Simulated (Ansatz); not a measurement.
Working through the energy of protonation at one site of AlFH₃P, SMILES [F][AlH][PH2]

With Ansatz 0.2.0, Python API.

Notebook, run cell by cell (the value of a cell's last expression is shown):

**Cell 1**
```python
import ansatz as az
import numpy as np
```

**Cell 2**
```python
geometry_ang = [
    ("F", (-1.7889, -1.0726, 0.9272)),
    ("Al", (-0.4844, -0.8267, -0.2522)),
    ("P", (1.2594, 0.6032, 0.247)),
    ("H", (-0.4262, -1.5941, -1.6478)),
    ("H", (0.8772, 1.6081, -0.7102)),
    ("H", (0.6049, 1.2181, 1.3899)),
]
mol = az.Crystal.molecule()
for symbol, xyz in geometry_ang:
    mol = mol.atom(symbol, xyz)
```

**Cell 3**
```python
base = mol.calculation().basis(gaussian="cc-pVDZ").functional("HF")
symbols = [site.symbol for site in mol.cartesian_sites]
start = np.array([site.position_ang for site in mol.cartesian_sites], dtype=float)
r = base.relax(force_tolerance=0.01, max_steps=100).run(threads=1).report
end = np.array(r["positions_ang"])
```

**Cell 4**
```python
# start the new hydrogen opposite the existing bonds
away = sum((end[2] - end[j]) / np.linalg.norm(end[2] - end[j]) for j in [1, 4, 5]) + np.array([0.15, 0.1, -0.2])
proton = end[2] + 1.4 * away / np.linalg.norm(away)
acid = az.Crystal.molecule()
for symbol, place in zip(symbols, end):
    acid = acid.atom(symbol, place.tolist())
acid = acid.atom("H", proton.tolist())
protonated = (
    acid.calculation()
    .basis(gaussian="cc-pVDZ")
    .functional("HF")
    .charge(1)
    .relax(force_tolerance=0.01, max_steps=80)
)
after = protonated.run(threads=1).report
xyz = np.array(after["positions_ang"])
reach = np.linalg.norm(xyz[:-1] - xyz[-1], axis=1)
print(f"base {r['free_energy_ev']:.5f} eV, protonated {after['free_energy_ev']:.5f} eV")
print(f"the proton ends {reach.min():.3f} A from {symbols[reach.argmin()]}{reach.argmin()}")
print(f"electronic proton affinity {23.060548 * (r['free_energy_ev'] - after['free_energy_ev']):.1f} kcal/mol")
```
Output:
```text
base -18610.42454 eV, protonated -18619.28635 eV
the proton ends 1.403 A from P2
electronic proton affinity 204.4 kcal/mol
```

Reading the output:
- Total energies depend on the basis set; only differences at equal settings carry meaning.
- The proton is put on one chosen atom, which needn't be the most basic site, so the molecule's proton affinity can be higher; the ends are stationary points, not checked by frequencies, and zero-point and thermal terms count only where printed.
- Hartree-Fock leaves correlation out, so bond, atomisation and ionisation energies come out well too low.
- Wall time of the script: 30 s on 1 thread of Arm Neoverse V2 (shared host), peak memory 0.2 GiB.
